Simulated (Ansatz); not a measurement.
## Where the states of Pb lie

```cif
data_structure
_symmetry_space_group_name_H-M 'Fm-3m'
_symmetry_Int_Tables_number 225
_cell_length_a 5.0410
_cell_length_b 5.0410
_cell_length_c 5.0410
_cell_angle_alpha 90.000
_cell_angle_beta 90.000
_cell_angle_gamma 90.000
_cell_volume 128.10
loop_
_atom_site_label
_atom_site_type_symbol
_atom_site_symmetry_multiplicity
_atom_site_Wyckoff_symbol
_atom_site_fract_x
_atom_site_fract_y
_atom_site_fract_z
_atom_site_occupancy
Pb1 Pb 4 a 0.00000 0.00000 0.00000 1
```

The runs use the primitive cell with vectors (0.000, 2.520, 2.520), (2.520, 0.000, 2.520), (2.520, 2.520, 0.000) Å, to which the k mesh refers.

The structure comes from a relaxation in the same program, started in the fcc type, and has space group Fm-3m. Whether it is a known phase or the ground state wasn't checked.

No spin–orbit coupling, which matters for the heavy atoms here.

These are results of DFT, PBE, all-electron LAPW, scalar-relativistic in Ansatz 0.2.0, not measurements.

Numerical set-up: a Γ-centred 13×13×13 k mesh, Fermi–Dirac smearing of 0.05 eV, basis error target 0.25 meV/atom, no spin polarisation.

States per eV and cell, averaged over 0.4 eV, from -3.8 to 4.0 eV, with energies (bin centres) from the Fermi level; empty bins are left out. 

| E (eV) | total |
| --- | --- |
| -3.7 | 0.12 |
| -3.3 | 0.25 |
| -2.9 | 0.42 |
| -2.5 | 0.75 |
| -2.1 | 1.02 |
| -1.7 | 0.61 |
| -1.3 | 0.37 |
| -0.9 | 0.52 |
| -0.5 | 0.53 |
| -0.1 | 0.54 |
| 0.3 | 0.54 |
| 0.7 | 0.59 |
| 1.1 | 0.62 |
| 1.5 | 0.72 |
| 1.9 | 0.82 |
| 2.3 | 0.83 |
| 2.7 | 0.79 |
| 3.1 | 0.74 |
| 3.5 | 0.70 |
| 3.9 | 0.68 |
